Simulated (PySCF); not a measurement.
SiH4, SMILES [SiH4].

Geometry: PBE-D3(BJ)/def2-TZVPD. The isomer is the one that the SMILES or the coordinates give; other isomers of the formula were not compared.

Method: PBE-D3(BJ)/def2-TZVPD in PySCF 2.14.0.

Frequencies are harmonic and unscaled.

Modes within 1.5 cm⁻¹ of each other (mostly degenerate sets) share a row, with their intensities summed.

Computed vibrational spectrum:
| mode | ν (cm⁻¹) | IR (km/mol) | moving atoms (share of kinetic energy) |
|---|---|---|---|
| 1–3 | 870 | 325.9 | H 92 %, Si 8 % |
| 4–5 | 939 | 0.0 | H 100 % |
| 6 | 2171 | 0.0 | H 100 % |
| 7–9 | 2185 | 286.7 | H 96 % |
